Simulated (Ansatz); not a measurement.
# PH2⁻, singlet in aug-cc-pVDZ: errors against RCCSDTQ

Geometry: a PBE0/def2-TZVPD stationary point for this spin, not checked as a minimum.

```yaml
atoms:
  - { symbol: P, position_ang: [0.0000, -0.0612, 0.0000] }
  - { symbol: H, position_ang: [0.0000, 0.9398, -1.0301] }
  - { symbol: H, position_ang: [0.0000, 0.9398, 1.0301] }
```

Basis aug-cc-pVDZ; Ansatz 0.2.0. Correlated methods freeze the noble-gas cores, which leaves 8 electrons in 40 orbitals. R marks a restricted (for open shells ROHF) determinant. Active spaces: valence = (8e, 6o) chosen from the atoms' valence shells.

Full CI isn't at hand for all of this; RCCSDTQ serves as the reference, and is uncertain by about the last step of the cluster series.

```
UHF ⟨S²⟩                          : 0.000
T1 diagnostic (RCCSD)             : 0.0129
largest doubles amplitude (RCCSD) : 0.056
```

```
   level  E − E(RHF) (eV)
    RMP2          -4.0651
   RCCSD          -4.7194
RCCSD(T)          -4.8873
```

Problem. Estimate how far RCCSDTQ in aug-cc-pVDZ lies from RCCSD(T). The table doesn't fix it; the size of (T) and the diagnostics are the guide.

Solution. RCCSDTQ in aug-cc-pVDZ lies 32 meV below RCCSD(T), which is 19 % of the (T) step (-168 meV). The diagnostics are small and one determinant leads, so the series closes fast and only a small part of (T) is left.

The other levels:

```
                   level  E − E(RCCSDTQ) (meV)  share of correlation (%)  wall time
                    CISD                   486                     90.12     0.73 s
                 BCCD(T)                    32                     99.36      0.6 s
                  RCCSDT                    11                     99.78          –
               RCCSDT(Q)                     1                     99.99        5 s
  CASSCF (valence space)                  4056                     17.54          –
  NEVPT2 (valence space)                  1099                     77.67     0.76 s
  MRCISD (valence space)                   346                     92.96          –
MRCISD+Q (valence space)                    33                     99.34      1.2 s
```

The correlation energy at RCCSDTQ, counted from RHF, is -4.919 eV. That run took 13 s on 2 threads of AMD EPYC 7R13 with a shared H100 80 GB, shared host.

Times hold each run's SCF and search for its determinant on a shared host, so for small cases they say little of a method's own cost; they ran on 1 thread of AMD EPYC 7R13. Some runs computed forces too.

Natural occupations of CASSCF (valence space) about the gap: 1.999 1.996 1.978 1.973 0.030 0.023; effectively unpaired electrons, Σ n²(2−n)², 0.01.
